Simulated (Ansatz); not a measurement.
C2H6S2 (1,2-ethanedithiol): from total energies to a heat of formation

The species is C2H6S2 (10 atoms), meant as a singlet with charge 0. SMILES: `SCCS`. Geometry: relaxed at PBE0-D4/def2-TZVP. This is one conformer, not always the lowest.

Total energies at CCSD/cc-pVDZ, 12 core orbitals frozen (Ansatz 0.2.0); the atoms run unrestricted:

```tsv
species	state	energy (Eh)
C2H6S2	singlet	-874.908786
S	triplet	-397.599416
C	triplet	-37.759451
H	doublet	-0.499278
```

Harmonic wavenumbers at PBE0-D4/def2-TZVP, in cm⁻¹: 107, 196, 226, 236, 306, 698, 726, 742, 827, 899, 1046, 1088, 1166, 1243, 1300, 1315, 1460, 1466, 2706, 2706, 3076, 3086, 3123, 3147.

Measured heats of formation of the gaseous atoms at 298.15 K, in kJ/mol: S 277.0, C 716.9, H 218.0. Spin-orbit lowering of the atoms at 298 K (mean of the ground term's levels less their thermal mean, from spectra), in kJ/mol: S 1.88, C 0.02. Take 1 Eh = 2625.50 kJ/mol, 1 cm⁻¹ = 0.0119627 kJ/mol, RT = 2.479 kJ/mol.

Question: What heat of formation follows?

Answer: 
1. Electronic atomisation energy: 2 × (-397.599416) + 2 × (-37.759451) + 6 × (-0.499278) − (-874.908786) = 1.195384 Eh = 3138.5 kJ/mol.
2. Zero-point energy: half the sum of the wavenumbers, 16445.5 cm⁻¹ = 196.7 kJ/mol.
3. Thermal vibrational enthalpy, Σ hcν̃/(exp(hcν̃/kT) − 1): 8.6 kJ/mol. Translation, rotation and pV of a non-linear molecule: 4 RT = 9.9 kJ/mol.
4. The 10 free atoms carry 5/2 RT each: 62.0 kJ/mol.
5. Spin-orbit coupling lowers the free atoms by 2 × 1.88 + 2 × 0.02 = 3.8 kJ/mol.
6. Atomisation enthalpy at 298 K: 3138.5 − 3.8 − 196.7 − 8.6 − 9.9 + 62.0 = 2981.5 kJ/mol.
7. Sum of the atoms' heats of formation: 3295.8 kJ/mol. Heat of formation: 3295.8 − 2981.5 = +314.3 kJ/mol.

The tabulated value is -9.7 kJ/mol (CRC Handbook of Chemistry and Physics), so this level is off by +324.0 kJ/mol, or 9.8 % of the atomisation enthalpy that the table implies (3305.4 kJ/mol). Coupled cluster needs large bases for atomisation: in a finite one the molecule is underbound. CCSD also lacks the triples, which bind further. A double-zeta basis underbinds. Anharmonicity and any spin-orbit splitting of the molecule are left out, and so is core correlation.
